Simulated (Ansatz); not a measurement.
# CH₃O₂ radical: geometry and frequencies at several levels

Wanted for CH₃O₂ radical: geometry and frequencies at several levels. Spin multiplicity 2.

Method: the levels named in each step, in Ansatz 0.2.0.

## Step 1: The starting structure

Bond lengths: C2–O3 1.183 Å, O1–H4 0.960 Å, O1–H5 0.960 Å, C2–H6 1.098 Å. Angles: O3–C2–H6 127.1°, H4–O1–H5 107.3°.

Structure file:

```xyz
6

O     0.8741    1.5597   -1.0610
C    -0.2150   -1.1675    0.1460
O    -0.8479   -0.9227    1.1155
H     1.4196    2.0939   -1.6423
H     0.4454    2.1563   -0.4432
H     0.2820   -0.4500   -0.5196
```

## Step 2: A rough first relaxation, PBE-D4/def2-SVP

input.yaml reads:

```yaml
crystal:
  periodic: [false, false, false]
  atoms:
    - { symbol: O, position_ang: [0.87408, 1.55972, -1.06101] }
    - { symbol: C, position_ang: [-0.21501, -1.16752, 0.14602] }
    - { symbol: O, position_ang: [-0.84793, -0.92267, 1.11552] }
    - { symbol: H, position_ang: [1.41959, 2.09388, -1.64235] }
    - { symbol: H, position_ang: [0.44543, 2.1563, -0.44321] }
    - { symbol: H, position_ang: [0.28198, -0.44997, -0.51963] }
magnetization:
  spin_polarized: true
  initial_magnetization: 1
basis:
  gaussian: { orbitals: def2-SVP }
hamiltonian:
  xc: pbe
  dispersion: d4
relax:
  f_tol: 0.03
  max_steps: 200
```

Launch:

```sh
ansatz run input.yaml --threads 2 --pin off --max-ram 5120MiB --backend cpu --events-out ev --progress --plain --runs-dir out
```

Further steps of the session: Relaxation, HF/STO-3G; Frequencies, HF/STO-3G; Relaxation, HF/6-31G*; Frequencies, HF/6-31G*; Relaxation, LDA/def2-SVP; Frequencies, LDA/def2-SVP; Relaxation, PBE-D4/def2-SVP; Frequencies, PBE-D4/def2-SVP; Relaxation, PBE0-D4/def2-TZVPP; Relaxation, MP2/def2-TZVPP; Frequencies, MP2/def2-TZVPP.

Before running it: what results should come out? Wanted: C2–O3 at MP2/def2-TZVPP; frequencies at MP2/def2-TZVPP.

The runs gave:

```
                     quantity            value
      C2–O3 at MP2/def2-TZVPP          1.185 Å
frequencies at MP2/def2-TZVPP  43 to 3969 cm⁻¹
```

What this shows: The C–O distance spreads over 0.089 Å, from HF/6-31G* (shortest) to HF/STO-3G. No mode is imaginary, so the geometry is a minimum. <S²> exceeds the pure value by up to 0.43: some mean fields break spin symmetry, which blurs their results.
